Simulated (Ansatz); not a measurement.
# SiBH₃F radical (SMILES [BH][SiH2]F): single points off equilibrium

Aim: energy, forces and dipole at a frame of a short trajectory, from CCSD(T) and from density functionals.

Method: single points in def2-TZVPP; program: Ansatz 0.2.0, Gaussian basis.

Cores are frozen in the correlated methods. Orbitals are unrestricted.

## (1) Starting geometry

SMILES `[BH][SiH2]F`, 6 atoms, charge 0, spin multiplicity 2.

Atoms are counted from 1 here; the program's logs count them from 0.

Bond lengths: B1–Si2 2.044 Å, B1–H4 1.216 Å, Si2–F3 1.621 Å, Si2–H5 1.456 Å, Si2–H6 1.462 Å. Angles: Si2–B1–H4 138.7°, B1–Si2–F3 113.6°, B1–Si2–H5 102.4°, B1–Si2–H6 103.3°, F3–Si2–H5 112.9°, F3–Si2–H6 111.9°, H5–Si2–H6 111.9°.

As a file:

```csv
atom,x (Å),y (Å),z (Å)
B1,-1.29201,0.23432,-0.73872
Si2,0.49155,0.10026,0.25111
F3,0.89906,-1.41739,0.64921
H4,-2.25829,-0.46398,-0.97731
H5,1.42012,0.70846,-0.69189
H6,0.28523,0.93777,1.43153
```

## (2) PBE-D4/def2-TZVPP

Input file run/in.yaml:

```yaml
crystal:
  periodic: [false, false, false]
  atoms:
    - {symbol: B, position_ang: [-1.292008, 0.234323, -0.738715]}
    - {symbol: Si, position_ang: [0.491549, 0.100264, 0.251113]}
    - {symbol: F, position_ang: [0.899063, -1.417389, 0.649208]}
    - {symbol: H, position_ang: [-2.258291, -0.463984, -0.977311]}
    - {symbol: H, position_ang: [1.420118, 0.708461, -0.691886]}
    - {symbol: H, position_ang: [0.285231, 0.937771, 1.431533]}
basis:
  gaussian: {orbitals: def2-TZVPP}
magnetization: {spin_polarized: true, initial_magnetization: 1}
hamiltonian: {xc: pbe, dispersion: d4}
output: {forces: true}
```

The run is started by

```bash
$ ansatz run in.yaml --threads 2 --pin off --events-out ev --progress --plain --max-ram 3481MiB
```

## (3) r2SCAN-D4/def2-TZVPP

Changes to run/in.yaml since step 2:

```diff
@@ -12,3 +12,3 @@
 magnetization: {spin_polarized: true, initial_magnetization: 1}
-hamiltonian: {xc: pbe, dispersion: d4}
+hamiltonian: {xc: r2scan, dispersion: d4}
 output: {forces: true}
```

## (4) PBE0-D4/def2-TZVPP

Changes to run/in.yaml since step 3:

```diff
@@ -12,3 +12,3 @@
 magnetization: {spin_polarized: true, initial_magnetization: 1}
-hamiltonian: {xc: r2scan, dispersion: d4}
-output: {forces: true}
+hamiltonian: {xc: pbe0, dispersion: d4}
+output: {forces: true, orbitals: {seedname: orbitals}}
```

## (5) wB97M-V/def2-TZVPP

Changes to run/in.yaml since step 4:

```diff
@@ -12,3 +12,3 @@
 magnetization: {spin_polarized: true, initial_magnetization: 1}
-hamiltonian: {xc: pbe0, dispersion: d4}
-output: {forces: true, orbitals: {seedname: orbitals}}
+hamiltonian: {xc: {name: wB97M-V}}
+output: {forces: true}
```

## (6) CCSD(T)/def2-TZVPP

Changes to run/in.yaml since step 5:

```diff
@@ -12,3 +12,4 @@
 magnetization: {spin_polarized: true, initial_magnetization: 1}
-hamiltonian: {xc: {name: wB97M-V}}
+correlation: {method: ccsd_t}
+scf: {omitted_lower_state_checks: [cluster_reference]}
 output: {forces: true}
```

(Steps that only read results are left out.)

Before running it: what results should come out? Wanted: energy less free atoms, CCSD(T)/def2-TZVPP; RMS force component; RMS force error; HOMO and LUMO, PBE0-D4; T1 diagnostic.

As calculated:

| quantity | value |
| --- | --- |
| energy less free atoms, CCSD(T)/def2-TZVPP | -424.7 kcal/mol |
| RMS force component | 0.534 to 0.587 eV/Å over the methods |
| RMS force error | PBE-D4 0.231, r2SCAN-D4 0.081, PBE0-D4 0.076, wB97M-V 0.098 eV/Å |
| HOMO and LUMO, PBE0-D4 | -6.22 and -2.76 eV |
| T1 diagnostic | 0.014 |

What this shows: Against CCSD(T) the functionals' energies less atoms differ by -17.3 to -9.5 kcal/mol, PBE-D4 by -14.6 kcal/mol. CCSD(T) in triple zeta still lacks some correlation energy of the bonds, so part of these gaps is its own basis error and they don't rank the functionals. On forces the order runs from PBE0-D4 to PBE-D4. Frozen-core CCSD(T) forces in triple zeta carry basis errors of their own, and this is one geometry, so small gaps rank nothing.
